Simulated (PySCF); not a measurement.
`C[S@](=O)[O-]`: 4 charge schemes on one density

CH₃O₂S (charge -1).
Z-matrix (Å and degrees, GFN2-xTB geometry), rows numbered from 1:
```
C 
S   1  1.9376
O   2  1.4937  1  101.37
O   2  1.4937  1  101.30  3  -115.97
H   1  1.0863  2  108.48  3   -61.87
H   1  1.0865  2  108.44  3   177.99
H   1  1.0843  2  108.21  3    58.02
```

Density: PBE0/pcSseg-1 (PySCF); schemes: Mulliken, IAO, Hirshfeld and ESP-fitted. Geometry: GFN2-xTB; no solvent, vibrations or thermal averaging. The pcSseg-1 basis has no diffuse functions, a weakness for an anion. The HOMO energy is positive at this level (+0.01 eV), so the outermost electrons may be held by the finite basis alone.

Q: Tabulate the Mulliken, IAO, Hirshfeld and ESP-fitted charges.

A: In e:

```json
{"atom": "C1", "environment": "S-methyl carbon", "Mulliken": "-0.446", "IAO": "-0.640", "Hirshfeld": "-0.210", "ESP-fitted": "-0.422"}
{"atom": "S2", "environment": "sulfur bonded to C and 2 O", "Mulliken": "+0.680", "IAO": "+1.291", "Hirshfeld": "+0.193", "ESP-fitted": "+0.173"}
{"atom": "O3", "environment": "oxygen bonded to S", "Mulliken": "-0.721", "IAO": "-1.003", "Hirshfeld": "-0.492", "ESP-fitted": "-0.517"}
{"atom": "O4", "environment": "oxygen bonded to S", "Mulliken": "-0.721", "IAO": "-1.003", "Hirshfeld": "-0.492", "ESP-fitted": "-0.515"}
{"atom": "H5", "environment": "methyl hydrogen", "Mulliken": "+0.066", "IAO": "+0.115", "Hirshfeld": "-0.001", "ESP-fitted": "+0.076"}
{"atom": "H6", "environment": "methyl hydrogen", "Mulliken": "+0.066", "IAO": "+0.115", "Hirshfeld": "-0.001", "ESP-fitted": "+0.075"}
{"atom": "H7", "environment": "methyl hydrogen", "Mulliken": "+0.076", "IAO": "+0.124", "Hirshfeld": "+0.003", "ESP-fitted": "+0.129"}
```

Mean size of the charges over all atoms: IAO 0.613 e, Mulliken 0.396 e, ESP-fitted 0.273 e, Hirshfeld 0.199 e. Each set sums to the total charge, -1, to within 0.001 e. The ESP scheme is a least-squares fit of atom-centred charges to the potential on four shells outside the van der Waals surface, with the total charge fixed. The IAO scheme counts the electrons in orthogonalised intrinsic atomic orbitals, a minimal basis polarised so that it spans the occupied orbitals exactly.

Lowest charge. All schemes pick atoms of one kind: Mulliken O3 and O4 (-0.721); IAO O3 and O4 (-1.003); Hirshfeld O3 and O4 (-0.492); ESP-fitted O3 (-0.517).

Highest charge. All schemes agree: Mulliken S2 (+0.680); IAO S2 (+1.291); Hirshfeld S2 (+0.193); ESP-fitted S2 (+0.173).

Q: Sum the charges by element, for elements with more than one atom.

A: 
```csv
element,atoms,Mulliken,IAO,Hirshfeld,ESP-fitted
O,2,-1.442,-2.006,-0.985,-1.032
H,3,+0.207,+0.355,+0.002,+0.281
```

Q: How many electrons does the Mulliken scheme count on S2?

A: Z − q = 16 − (+0.680) = 15.320.
